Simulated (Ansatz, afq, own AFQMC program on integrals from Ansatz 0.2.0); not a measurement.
AFQMC on a folder of integrals that Ansatz 0.2.0 wrote.

```yaml
crystal:
  periodic: [false, false, false]
  atoms:
    - {symbol: B, position_ang: [0.000000, 0.000000, 0.000000]}
    - {symbol: O, position_ang: [0.000000, 0.000000, 1.652000]}
basis:
  gaussian: {orbitals: 6-31G}
magnetization: {spin_polarized: false, initial_magnetization: 1}
correlation: {method: ccsd_t, electrons: outside_noble_gas, hamiltonian_folder: ham}
```

```sh
$ ansatz run in.yaml --threads 1 --pin off --events-out ev --progress --plain --max-ram 24576MiB --backend cuda --devices 0, --max-vram 18GiB
```

Options of the walk:

```
--method phaseless --trial cid --walkers 80 --populations 1 --least-time 40 --time-step 0.04 --steps-per-block 5 --equilibration-blocks 15 --max-blocks 300 --target-error 0.00144 --factor-cut 1e-06 --start spin_pure --seed 5596 --taylor-order 6
```

Times are imaginary, in 1/Eh. The walk had a cap of 60 s.

Output of the walk:

```
orbitals 16  electrons 5 4  factors 98 of 201
reference energy -99.33337101 Eh
CCSD correlation -0.21179082 Eh in 18 cycles, weight of the determinant in the CISD state 0.6305
energy of the start -99.531185 Eh
 block  time / (1/Eh)  mean weight  energy / Eh
     1     0.200  1.0070  -99.523109
     2     0.400  0.9892  -99.523238
     3     0.600  0.9921  -99.519961
     4     0.800  0.9957  -99.521533
     5     1.000  1.0014  -99.528292
    10     2.000  0.9795  -99.529695
    43     8.600  0.9953  -99.553763
    78    15.600  0.9793  -99.541588
   113    22.600  0.9914  -99.581346
   127    25.400  1.0146  -99.621483
   148    29.600  0.9912  -99.561804
   183    36.600  1.0044  -99.570404
   218    43.600  1.0163  -99.549081
   246    49.200  1.0046  -99.525705
   253    50.600  0.9791  -99.567511
   288    57.600  0.9991  -99.576856
   309    61.800  1.0129  -99.554232
blocks merged  error / Eh  count
     1  0.001271  300
     2  0.001526  150
     4  0.001710  75
     8  0.002018  37
    16  0.002053  18
    32  0.002525  9
energy -99.557170 +/- 0.002053 Eh
(rows thinned)
```

The run passed its tests (sampling time, drift between the halves within three errors, error under three times the target), which doesn't prove that it has relaxed.

Against this walk (error 55.9 meV) on the same determinant: CCSD(T) 27.9 meV lower (within the noise), CCSDT(Q) 207.7 meV lower, CCSDTQ 176.3 meV lower, full CI 161.8 meV lower, a separate phaseless walk with a CISD trial and standard settings 54.8 ± 56.7 meV lower (within the noise). The error is statistical and leaves out the bias of the constraint. The determinant is a poor start (see the cautions), so the low cluster orders aren't to be relied on, and full CI is the sure value.

Cautions: constraint bias not in the error; error above the target (55.9 against 39.2 meV); a spin-contaminated unrestricted determinant lies lower (UHF 467 meV lower, ⟨S²⟩ 1.58); the search met a lower determinant of the same kind, perhaps of another symmetry (1.14 eV lower), and this one is a saddle point; strong correlation (T1 0.131, weight of the determinant 0.63, largest double 0.13); (T) is large, 6 % of the CCSD correlation; the bias of populations of 80 walkers isn't removed; the time-step error isn't removed.

The walk took 10 s on 1 × NVIDIA H100 80GB HBM3 with 2 threads of AMD EPYC 7R13 Processor (Zen 3), on a shared host (the card was shared). The log's last line is the phaseless energy.

CCSDT and higher add their correlation energy to the determinant of the CCSD(T) run, since their own runs factorise the integrals more tightly (a shift of under 2 meV). A walk keeps the symmetry of its determinant, which the program's search chose and which needn't be the lowest solution, so a lower state of the same spin and another symmetry isn't excluded.
